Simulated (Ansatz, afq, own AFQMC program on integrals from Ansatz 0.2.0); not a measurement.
**Where AFQMC and coupled cluster stand for HClF, doublet**

```xyz
3

Cl    0.0000    0.0000   -1.2683
H     0.0000    0.0000    0.0877
F     0.0000    0.0000    1.1807
```

Connectivity, by distances: Cl ··· F, 1 bridging H.

Basis cc-pVTZ. Noble-gas cores (and the filled d shells of Ga–Kr and In–Xe) are frozen. Ansatz 0.2.0 and our own AFQMC program on the same integrals; the CISD trial comes from CCSD amplitudes, and released means the phaseless constraint is let go. Error bars are statistical, one sigma.

Determinant: UHF, the one that the program's search chose, which needn't be the lowest solution. The geometry is a point of a scan.

No full CI on the walks' own integrals is used here; CCSDT(Q) serves as the reference and is uncertain by about the last step of the cluster series.

Cautions: the released energies are still falling, so no released level is given (meV from the phaseless value at times in 1/Eh: -22 ± 7 at 0.24, -26 ± 5 at 0.51, -35 ± 7 at 0.99, -38 ± 13 at 1.50), though the last usable value meets CCSDT(Q) within the noise.

```
T1 diagnostic                               : 0.0206
weight of the determinant in the CISD state : 0.870
⟨S²⟩ of the determinant                     : 0.799
size of the correlated space                : 15 electrons in 72 orbitals
```

Reference: CCSDT(Q), correlation energy -13.282 eV.

```
        level  E − E(reference) (kcal/mol)  share of correlation (%)
           HF                       306.28                      0.00
          MP2                        28.86                     90.58
         CCSD                        10.62                     96.53
      CCSD(T)                         1.03                     99.66
        CCSDT                         0.49                     99.84
ph-AFQMC/CISD                  1.00 ± 0.14                     99.67
```

A walk keeps the symmetry of its determinant, which the program's search chose and which needn't be the lowest solution, so a lower state of the same spin and another symmetry isn't excluded.
